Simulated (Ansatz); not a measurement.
**Interaction energy ladder**

The pair of H₂O (SMILES O, atoms 1–3) and HF (SMILES F, atoms 4–5), both closed shells, in one local arrangement (a lower one may exist), relaxed at PBE0-D4/def2-TZVP:

```json
{"atom": "O1", "x (Å)": "0.1230", "y (Å)": "0.2325", "z (Å)": "-0.6777"}
{"atom": "H2", "x (Å)": "-0.6926", "y (Å)": "0.0757", "z (Å)": "-1.1606"}
{"atom": "H3", "x (Å)": "0.7733", "y (Å)": "-0.3703", "z (Å)": "-1.0476"}
{"atom": "F4", "x (Å)": "-0.1582", "y (Å)": "-0.0370", "z (Å)": "1.9053"}
{"atom": "H5", "x (Å)": "-0.0455", "y (Å)": "0.0990", "z (Å)": "0.9807"}
```

Ansatz 0.2.0; basis: def2-TZVPPD, with def2-QZVPPD for the basis limit; cores frozen in the correlated methods. B3LYP uses VWN-RPA correlation. Extrapolation: Hartree–Fock as exp(−7.88 √X), correlation as X^−2.97. Interaction energies count from these two fragments, frozen as in the pair, with the counterpoise correction; negative means bound.

Q: What is the interaction energy by CCSD(T) at an estimated basis limit (MP2 extrapolated from triple and quadruple zeta, plus CCSD(T) − MP2 in triple zeta)? (An estimate is asked for; the value comes from the calculation.)

A: The calculation gives: -8.93 kcal/mol. Hartree–Fock alone gives -7.68 kcal/mol at the basis limit. It counts from the two fragments frozen as in the pair.

The same quantity by other methods in triple zeta, and each one's difference from that estimate:
```tsv
method	E_int (kcal/mol)	difference
PBE-D4	-9.63	-0.70
revPBE-D4	-8.26	0.67
BLYP-D4	-8.81	0.12
r2SCAN-D4	-9.77	-0.84
B97M-V	-9.14	-0.21
PBE0-D4	-9.79	-0.85
B3LYP-D4	-9.40	-0.47
HSE06-D4	-9.77	-0.83
wB97X-V	-9.23	-0.30
wB97M-V	-9.13	-0.20
B2PLYP	-8.88	0.05
HF	-7.67	1.27
MP2	-8.38	0.55
CCSD	-8.14	0.79
CCSD(T)	-8.35	0.58
```
Differences are method less estimate.

Q: Which atoms make the shortest contact between the fragments?

A: O1 and H5, 1.67 Å apart.

Energy to bend the free fragments (PBE0-D4 minima) into their shapes in the pair, CCSD(T)/def2-TZVPPD: H₂O 0.06 kcal/mol; HF 0.33 kcal/mol. This must be added to the interaction energy to get the binding energy from relaxed fragments.

Basis-set superposition shift (counterpoise-corrected less uncorrected): CCSD(T) 0.67; MP2 0.66; HF 0.05; PBE0-D4 0.05; wB97M-V 0.05 kcal/mol.

No T1 diagnostic of these runs exceeds 0.011.

For scale, one of the runs: CCSD(T)/def2-TZVPPD, 131 basis functions, launched by `ansatz run in.yaml --threads 2 --pin off --events-out ev --progress --plain --max-ram 5222MiB`. Time: 4.6 s of wall clock on 2 CPU threads of an Intel Xeon Platinum 8375C; the host was shared. Peak host memory: 0.7 GiB.
